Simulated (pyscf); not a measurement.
`[NH2][Al]([NH2])[N][Al]([NH2])[NH2]` [doublet] + `[H][H]` → `[NH2][Al]([NH2])[NH][Al]([NH2])[NH2]` + `[H]` [doublet], a hydrogen abstraction (doublet surface; H–H broken, H–N formed). Structures and frequencies: ωB97X-D3(BJ)/def2-SVP in PySCF. Energies in kJ/mol from the separated reactants.

AM1 to PM7: differences of heats of formation from MOPAC, which are fitted to 298 K values and so differ in kind from electronic energies by zero-point and thermal terms. Open shells are spin-unrestricted. 

Problem. Quick AM1 single points give ΔE‡ = 92.1 kJ/mol and ΔE = -4.7 kJ/mol. What does ωB97M-D3(BJ)/def2-TZVP give, and how far is the quick result from it?

Solution. ωB97M-D3(BJ)/def2-TZVP gives ΔE‡ = 31.2 kJ/mol and ΔE = -42.0 kJ/mol. AM1 lies 60.9 kJ/mol over it in the barrier and 37.3 kJ/mol over it in the reaction energy, so on this step it does not hold to within 12.6 kJ/mol. ωB97M-D3(BJ)/def2-TZVP has limits of its own. One saddle was located; it need not be the lowest between these sides. The angle at the transferred H is 159°.
